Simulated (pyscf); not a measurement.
## Four-centre exchange: F–SiH₂–O–SiH₃ + hydrogen fluoride (HF) -> F–SiH₂–O–SiH₂–F + hydrogen (H₂)

Gas phase, singlet surface, charge 0. Bonds broken: Si4–H7, F10–H11. Bonds formed: Si4–F10, H7–H11. PySCF, gas phase, ωB97X-D3(BJ)/def2-SVP geometries.

Transition state (Å):

```xyz
11

F      1.4021    -1.5398     0.9603
Si     0.1122    -0.5719     1.1293
O     -0.3145    -0.1267    -0.4185
Si    -1.6214     0.6935    -0.9941
H     -0.9527    -1.3691     1.7743
H      0.5546     0.6077     1.9047
H     -1.7676     2.3836    -0.6713
H     -1.1736     1.1244    -2.3467
H     -2.9284     0.0221    -1.1540
F     -2.1103     1.0418     0.9095
H     -1.9605     2.0297     0.1934
```

One imaginary mode, 1118i cm⁻¹; descent along it reached the two sides named, in the forms told below.

```csv
bond,change,reactant side (Å),saddle,product side
Si4–H7,breaks,1.486,1.727,3.4
F10–H11,breaks,0.938,1.229,2.541
Si4–F10,forms,4.1,1.996,1.624
H7–H11,forms,3.3,0.954,0.760
```

Electronic energies relative to the separated reactants (eV):

```tsv
level	barrier	reaction energy	reverse barrier
ωB97X-D3(BJ)/def2-TZVP	1.18	-1.41	2.58
PBE/def2-TZVP	0.93	-1.37	2.30
r²SCAN/def2-TZVP	0.97	-1.49	2.46
B3LYP-D3(BJ)/def2-TZVP	1.17	-1.44	2.61
PBE0-D3(BJ)/def2-TZVP	1.10	-1.34	2.44
M06-2X/def2-TZVP	1.22	-1.51	2.72
ωB97M-D3(BJ)/def2-TZVP	1.16	-1.42	2.58
HF/def2-TZVP	2.05	-1.39	3.44
```

With ωB97M-D3(BJ)/def2-TZVP energies and thermal terms (ideal gas, 1 atm, RRHO with modes under 100 cm⁻¹ raised to 100, one conformer, R ln 2 for chiral ones without a mode under 150 cm⁻¹), in eV:

```tsv
T (K)	ΔH‡	ΔG‡	ΔH	ΔG
298	1.12	1.58	-1.51	-1.40
600	1.10	2.06	-1.48	-1.30
900	1.11	2.54	-1.46	-1.21
1200	1.12	3.01	-1.45	-1.13
```

On the reactant side the descent ends in a complex (not fully relaxed), 0.22 eV under the separated species and 1.39 eV under the saddle at ωB97X-D3(BJ)/def2-TZVP. The same reactants have a lower exit, to F–SiH₂–F + HO–SiH₃ (barrier +0.56 eV at ωB97M-D3(BJ), against +1.16 eV here). This is the saddle that the search found; another between the same sides may lie lower.
